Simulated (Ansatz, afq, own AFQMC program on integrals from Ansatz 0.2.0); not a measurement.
Integrals from Ansatz 0.2.0, then the random walk in our own AFQMC program (afq).

```yaml
crystal:
  periodic: [false, false, false]
  atoms:
    - {symbol: B, position_ang: [0.000000, 0.000000, 0.265288]}
    - {symbol: C, position_ang: [0.000000, 0.000000, -1.707712]}
    - {symbol: H, position_ang: [0.000000, 0.000000, 1.442424]}
basis:
  gaussian: {orbitals: 6-31G}
magnetization: {spin_polarized: false}
correlation: {method: ccsd_t, electrons: outside_noble_gas, hamiltonian_folder: ham}
```

```sh
$ ansatz run in.yaml --threads 1 --pin off --events-out ev --progress --plain --max-ram 16896MiB --backend cuda --devices 0, --max-vram 18GiB
```

Options of the walk:

```
--method phaseless --trial hf --walkers 4000 --populations 20 --least-time 40 --time-step 0.005 --steps-per-block 20 --equilibration-blocks 160 --max-blocks 4000 --target-error 0.0017000 --factor-cut 1e-05 --seed 5438 --taylor-order 6
```

Times are imaginary, in 1/Eh. The walk had a cap of 49 s. With eight or more populations the least sampling time is a fifth of least-time, and the error comes from their spread.

Log:

```
orbitals 18  electrons 4 4  factors 104 of 285
reference energy -62.77494477 Eh
CCSD correlation -0.17001389 Eh in 15 cycles, weight of the determinant in the CISD state 0.7822
energy of the start -62.774945 Eh
 block  time / (1/Eh)  mean weight  energy / Eh
     1     0.100  1.0003  -62.795588
     2     0.200  1.0005  -62.813132
     3     0.300  1.0006  -62.828298
     4     0.400  1.0008  -62.840449
     5     0.500  1.0007  -62.851134
    10     1.000  1.0006  -62.885210
    55     5.500  1.0003  -62.941554
    91     9.100  0.9999  -62.938791
   100    10.000  0.9997  -62.951141
   145    14.500  1.0000  -62.951632
   190    19.000  1.0000  -62.950514
   235    23.500  1.0004  -62.948609
   280    28.000  0.9995  -62.953659
   325    32.500  1.0002  -62.941568
   370    37.000  1.0000  -62.958558
   388    38.800  0.9997  -62.947788
error from the spread of 20 populations
energy -62.949909 +/- 0.001624 Eh
(rows thinned)
```

The run passed its tests (sampling time, drift between the halves within three errors, error under three times the target), which doesn't prove that it has relaxed.

Against this walk (error 44.2 meV) on the same determinant: CCSD(T) 141.2 meV lower, CCSDT(Q) 205.1 meV lower, CCSDTQ 238.9 meV lower, full CI 249.6 meV lower, a separate phaseless walk with a CISD trial and standard settings 94.6 ± 44.7 meV lower. The error is statistical and leaves out the bias of the constraint. Full CI is exact here, so the walk's 250 meV above it is the walk's own error: the bias of the constraint with this trial. The determinant is a poor start (see the cautions), so the low cluster orders aren't to be relied on, and full CI is the sure value.

Cautions: constraint bias not in the error; higher spins were not checked; restricted determinant unstable towards unrestricted (UHF 1.39 eV lower, ⟨S²⟩ 1.13); strong correlation (T1 0.071, weight of the determinant 0.78, largest double 0.28); in a space of 8 electrons in 8 natural orbitals full CI finds another state of this spin 6 meV below the state of CCSDT(Q); the CCSDTQ amplitudes may be one of several solutions (largest double 0.81); the determinant fills πx and πy unequally, so it mixes two states of the linear molecule, and each level undoes that mixture to a different degree, while full CI gives the lower state, and by Hund's rule a triplet of that filling probably lies lower still; CCSDTQ on the UHF determinant differs (565 meV lower), perhaps since the unrestricted series falls towards higher spin.

The walk took 17 s on 1 × NVIDIA H100 80GB HBM3 with 2 threads of AMD EPYC 7R13 Processor (Zen 3), on a shared host (the card was shared). The log's last line is the phaseless energy.

CCSDT and higher add their correlation energy to the determinant of the CCSD(T) run, since their own runs factorise the integrals more tightly (a shift of under 2 meV).
